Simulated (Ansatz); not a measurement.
The first iterations of a band of H$_{4}$SSi$_{2}$ (7 atoms, charge 0, multiplicity 1).

These are results of Ansatz, RKS PBE-D4/def2-SVP, not measurements.

```
movable images  : 5
climbing image  : yes
spring          : 2.0 to 10.0 eV/Å², energy-weighted
optimiser       : quadratic models (default)
start path      : through a guess of the saddle point
force threshold : 0.05 eV/Å
iteration limit : 60
end points      : relaxed
```

Initial state:

```xyz
7
Properties=species:S:1:pos:R:3
Si -0.873 1.040 -1.068
Si 0.070 -0.141 0.560
S 1.438 -1.746 0.141
H -1.304 0.106 -2.176
H -2.106 1.695 -0.482
H 0.499 0.523 1.842
H 2.276 -1.477 1.183
```

Final state:

```xyz
7
Properties=species:S:1:pos:R:3
Si -0.721 0.899 -0.271
Si 0.257 -0.535 1.414
S 1.367 -1.613 -0.081
H -0.310 0.629 -1.698
H -2.226 0.786 -0.177
H -0.373 2.332 0.063
H 2.006 -2.497 0.749
```

| iteration | highest image above the first end (eV) | largest band force component (eV/Å) |
| --- | --- | --- |
| 1 | 1.701 | 7.584 |
| 2 | 0.745 | 2.741 |
| 3 | 0.612 | 0.942 |

**Question.** Does the band converge within its limit, and where does its top end?

**Answer.** The run converged. It ended after 10 iterations with the highest image 0.576 eV above the first end. Another band between the same ends (5 images) ends at a top of the same energy, where a vibrational analysis finds 1 clearly imaginary mode. The orbitals stay closed-shell, which can raise the energy where a bond breaks towards radicals; this wasn't checked here.

Run time: 2.1 min on 1 thread of Intel(R) Xeon(R) Processor @ 2.70GHz, on a shared host, peak memory 0.14 GiB.
